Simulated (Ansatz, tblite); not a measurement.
Isomers of Si2S⁺ (doublet), found by a short tight-binding search and relaxed with PBE-D4/def2-TZVP in Ansatz.

The xTB rows come from tblite. Correlated methods freeze 15 core orbitals.

Run but left out: MP2/def2-TZVPP (A: ⟨S²⟩ 0.91, where a pure state has 0.75).

A: At CCSD(T)/def2-TZVPP the charge 1 doublet is spin-contaminated (final ⟨S²⟩ up to 0.91, 0.75 for a pure state).

Other spin states were run for one of them alone.

A:

Cartesian coordinates in Å:
```
Si -0.5057 -2.0089 -0.3407
Si 0.5049 2.0091 0.3405
S 0.0008 -0.0002 0.0002
```

B:

Cartesian coordinates in Å:
```
Si -1.1469 0.3778 -0.7167
Si 1.3330 -0.1887 -0.3989
S -0.1862 -0.1891 1.1156
```

Problem. Estimate which lies lowest at each level, and how far above it the others are (eV).

Solution. 
| level | A | B |
| --- | --- | --- |
| GFN1-xTB | 0.00 | 0.35 |
| GFN2-xTB | 0.49 | 0.00 |
| HF/def2-TZVPP | 1.01 | 0.00 |
| PBE-D4/def2-TZVP | 0.82 | 0.00 |
| BLYP-D4/def2-TZVP | 0.65 | 0.00 |
| r2SCAN-D4/def2-TZVP | 0.87 | 0.00 |
| PBE0-D4/def2-TZVP | 0.96 | 0.00 |
| BHLYP-D4/def2-TZVP | 0.93 | 0.00 |
| CCSD/def2-TZVPP | 1.00 | 0.00 |
| CCSD(T)/def2-TZVPP | 0.97 | 0.00 |
Point groups (tolerance 0.1 Å): A D∞h, B C2v. Lower isomers may exist.
